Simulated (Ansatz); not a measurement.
`CBP` + `[OH][AlH2]` → `[AlH2][O]P` + `BC` at 298.15 K and 1 bar (cleavage of the P–B bond).

Program: Ansatz. Geometries: PBE0-D4/def2-TZVP. ΔE: electronic, gas phase. CCSD(T)/CBS is the MP2 limit (def2-TZVPP, def2-QZVPP) plus CCSD(T) − MP2 in def2-TZVPP, frozen cores. This one scheme is used for every species. Each species was taken in one conformer, which may not be the lowest.

```json
{"species": "`CBP`", "CCSD(T)/CBS energy (Eh)": "-407.38441", "H − E (kJ/mol)": "190.6", "S (J/(mol·K))": "297.5"}
{"species": "`[OH][AlH2]`", "CCSD(T)/CBS energy (Eh)": "-319.03157", "H − E (kJ/mol)": "82.3", "S (J/(mol·K))": "252.8"}
{"species": "`[AlH2][O]P`", "CCSD(T)/CBS energy (Eh)": "-660.56673", "H − E (kJ/mol)": "110.4", "S (J/(mol·K))": "320.0"}
{"species": "`BC`", "CCSD(T)/CBS energy (Eh)": "-65.83255", "H − E (kJ/mol)": "158.6", "S (J/(mol·K))": "247.5"}
```

H − E and S are ideal-gas, rigid-rotor, harmonic terms from PBE0-D4/def2-TZVP, for one conformer and one mirror image of each species. 1 Eh = 2625.50 kJ/mol, R = 8.31446 J/(mol·K).

Q: By hand: ΔE, ΔH, ΔS and ΔG.

A: ΔE = (-660.56673) + (-65.83255) − (-407.38441) − (-319.03157) = 0.01670 Eh = 43.8 kJ/mol. Δ(H − E) = 110.4 + 158.6 − 190.6 − 82.3 = -3.9, so ΔH = 39.9 kJ/mol. ΔS = 320.0 + 247.5 − 297.5 − 252.8 = 17.2 J/(mol·K). ΔG = 39.9 − 298.15 × (17.2)/1000 = 34.8 kJ/mol.

Q: By hand: the equilibrium constant, and the temperature at which ΔG would vanish if ΔH and ΔS stayed fixed.

A: log₁₀ K = −ΔG/(RT ln 10) = -6.1. ΔG = 0 at ΔH/ΔS = 2320 K, though so small a ΔS makes that figure unsure.

ΔH outweighs TΔS. A doubt of 5 kJ/mol in ΔE shifts log₁₀ K by 0.9 here. Other conformers and mirror images would add mixing entropy, several J/(mol·K) or more a flexible species. Modes under 60 cm⁻¹, often nearly free rotors, make the harmonic entropy too high. These are equilibria of isolated gas molecules and say nothing of rates. Largest T1 diagnostic: 0.015 (customary marks: 0.02 for closed shells, 0.045 for open ones).
